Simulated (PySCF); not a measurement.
# Unknown: peak-picked proton spectrum

Formula C$_{4}$H$_{4}$F$_{2}$. The spectrum was simulated from the full spin Hamiltonian at 600 MHz with 0.8 Hz Lorentzian lines, from shifts rounded to 0.01 ppm and J to 0.1 Hz, couplings under 1 Hz left out.

```csv
region,integral (H),ppm,Hz,height
1,1,6.339,3803.6,13
1,,6.333,3799.8,25
1,,6.327,3796.0,13
1,,6.236,3741.8,25
1,,6.230,3738.0,50
1,,6.224,3734.2,25
1,,6.133,3680.0,13
1,,6.127,3676.2,25
1,,6.121,3672.4,13
2,2,2.858,1714.8,25
2,,2.852,1710.9,50
2,,2.845,1707.1,26
2,,2.836,1701.9,51
2,,2.830,1698.0,99
2,,2.824,1694.2,51
2,,2.815,1689.0,26
2,,2.809,1685.1,50
2,,2.802,1681.2,26
3,1,1.567,939.9,51
3,,1.560,936.0,100
3,,1.554,932.1,50
```

¹³C{¹H} NMR (computed): δ 122.7 (t, J = 304.9 Hz), 81.4 (t, J = 8.6 Hz), 79.2, 28.7 (t, J = 24.9 Hz).

Theory: J: B3LYP/pcJ-1 (spin–dipole term only in couplings to heteroatoms), geometry from GFN2-xTB, PBE0/pcSseg-1 with gauge-including orbitals, in PySCF (equivalent nuclei averaged, no solvent, non-relativistic Hamiltonian, one conformer).

δ = σ(ref) − σ, references computed at the same level: ¹H and ¹³C vs TMS.

(1) Analyse the multiplets.

(2) What is the compound?

Answers

(1) ¹H NMR (600 MHz, computed): δ 6.23 (tt, J = 61.8, 3.8 Hz, 1H), 2.83 (tt, J = 12.9, 3.9 Hz, 2H), 1.56 (t, J = 3.9 Hz, 1H). These are first-order names from the parameters used; overlap and second-order distortion can hide them in the list.

(2) `InChI=1S/C4H4F2/c1-2-3-4(5)6/h1,4H,3H2`.

Atom-mapped SMILES (the numbers label the heavy atoms): `[CH:1]#[C:2][CH2:3][CH:4]([F:5])[F:6]`. Hydrogens are named by the atom that carries them.

δ 6.23: H(C4), hydrogen on an sp3 CH bonded to 2 F, coupled to F5/F6 (61.8 Hz), H(C3) (3.8 Hz). δ 2.83: H(C3), hydrogen on a propargylic sp3 CH2, coupled to F5/F6 (12.9 Hz), H(C1) and H(C4) (3.9 Hz). δ 1.56: H(C1), hydrogen on a terminal alkyne carbon, coupled to H(C3) (3.9 Hz).

The data come from this structure; uniqueness wasn't tested.

C–F couplings over four or more bonds (about 3 Hz to the para carbon of a fluoroarene) are left out. Common functionals overestimate the size of one-bond C–F couplings by tens of Hz; these are unscaled. Splittings below 1 Hz are ignored in the labels, and close J values are merged. Unscaled 3J(H,H) at this level run about 10 % above measured values. Shifts are as computed. Against solution values, carbons near 30 ppm lie about +3 ppm off and those near 130 ppm about +5 ppm. Of 1211 compounds with measured shifts, 218 miss one by over three times the rms of a fit or turn the order of signals round; such compounds aren't used in these exercises. Chain 3J(H,H) values assume equally populated staggered rotamers: (2 J gauche + J anti)/3. Vicinal couplings across rotatable single bonds and in flexible rings belong to the one computed conformer; a conformer average would change them.
